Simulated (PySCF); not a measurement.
Compound: methylidynephosphane, CHP.
SMILES: `C#P`

Computed with PBE0-D3(BJ)/def2-SVP geometry optimisation, gas phase in PySCF 2.14.0.

Masses are those of the commonest isotopes; rigid-rotor values at the optimised geometry. 

(1) What are the moment of inertia and the rotational constant?

(2) List the first levels of a rigid rotor in a Σ state.

(3) Where do the first rotational lines fall?

(4) Estimate the classical rotational partition function at 25 K, 50 K and 200 K.

## Answers

(1) I = 25.262 u·Å², B = 505379 MHz·u·Å²/I = 20006 MHz (0.6673 cm⁻¹, or 0.960 K as hB/k).

(2) E(J) = BJ(J+1): J = 1: 1.335, J = 2: 4.004, J = 3: 8.008, J = 4: 13.346, J = 5: 20.020, J = 6: 28.027 cm⁻¹.

(3) The dipole is 0.51 D; J+1 ← J lies at 2B(J+1): 1 ← 0 at 40.01 GHz, 2 ← 1 at 80.02 GHz, 3 ← 2 at 120.03 GHz, 4 ← 3 at 160.05 GHz, 5 ← 4 at 200.06 GHz, 6 ← 5 at 240.07 GHz.

(4) Point group C∞v, symmetry number σ = 1; q = kT/(σhB), k/h = 20836.6 MHz/K: 26.0 at 25 K, 52.1 at 50 K, 208 at 200 K.

No frequency check. Zero-point vibration and centrifugal distortion are left out.

Hardware: one thread, Arm Neoverse V1 (aarch64) (shared host). Cost: 1.7 s, 0.24 GiB resident at most. This is the geometry optimisation.
